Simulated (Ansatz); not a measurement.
# ClFH2Si: the cost of one run

Method: PBE0-D4/def2-TZVP structures, single points in def2-TZVPP, no counterpoise correction; program: Ansatz 0.2.0, Gaussian basis.

Levels: SPW92, PBE-D4, BLYP-D4, r2SCAN-D4, B97M-V, PBE0-D4, B3LYP-D4, r2SCAN0-D4, BHLYP-D4, CAM-B3LYP-D4, wB97X-V, wB97M-V, B2PLYP, PBE-QIDH, RPA on PBE, Hartree-Fock, MP2, CCSD, CCSD(T).

Cores are frozen in the correlated methods. B3LYP uses VWN-RPA correlation. B2PLYP carries no dispersion term here.

94 further runs of the same task are left out: 94 set aside as unsound or not needed.

## 1. Where the work starts

The complex: 7 atoms, charge 0, spin multiplicity 1.

Atoms are counted from 1 here; the program's logs count them from 0.

Bond lengths: Si1–F2 1.591 Å, Si1–H3 1.475 Å, Si1–H4 1.475 Å, Si1–Cl5 2.035 Å, H6–H7 0.747 Å. Angles: F2–Si1–H3 108.3°, F2–Si1–H4 108.2°, F2–Si1–Cl5 108.7°, H3–Si1–H4 113.7°, H3–Si1–Cl5 108.9°, H4–Si1–Cl5 108.9°.

Coordinates:

```mol
ClFH4Si
  3D, bonds by distance, orders not assigned

  7  5  0  0  0  0  0  0  0  0999 V2000
   -0.9236   -0.5214    0.0684 Si  0  0
   -0.0082    0.1957    1.1536 F   0  0
   -0.3971   -0.1955   -1.2703 H   0  0
   -0.9413   -1.9667    0.3626 H   0  0
   -2.8178    0.2067    0.2267 Cl  0  0
    2.3109    1.1092    0.0194 H   0  0
    2.7770    1.1720   -0.5605 H   0  0
  1  2  8  0
  1  3  8  0
  1  4  8  0
  1  5  8  0
  6  7  8  0
M  END
```

Its parts: ClFH₂Si holds atoms 1, 2, 3, 4, 5; H₂ holds atoms 6, 7. Each part counts its atoms afresh in its own runs.

## 2. Relaxing ClFH₂Si alone

Contents of relax-a/in.yaml:

```yaml
crystal:
  periodic: [false, false, false]
  atoms:
    - {symbol: Si, position_ang: [-0.923649, -0.521362, 0.068388]}
    - {symbol: F, position_ang: [-0.008206, 0.195693, 1.153636]}
    - {symbol: H, position_ang: [-0.397142, -0.195487, -1.270266]}
    - {symbol: H, position_ang: [-0.941318, -1.966740, 0.362581]}
    - {symbol: Cl, position_ang: [-2.817768, 0.206661, 0.226715]}
basis:
  gaussian: {orbitals: def2-TZVP}
hamiltonian: {xc: pbe0, dispersion: d4}
relax: {f_tol: 0.005, max_steps: 200}
```

On the command line:

```bash
$ ansatz run in.yaml --threads 2 --pin off --events-out ev --progress --plain --max-ram 4352MiB
```

**Question.** How long does this run take on 2 threads of Arm Neoverse V1, shared host?

About 5.5 s.
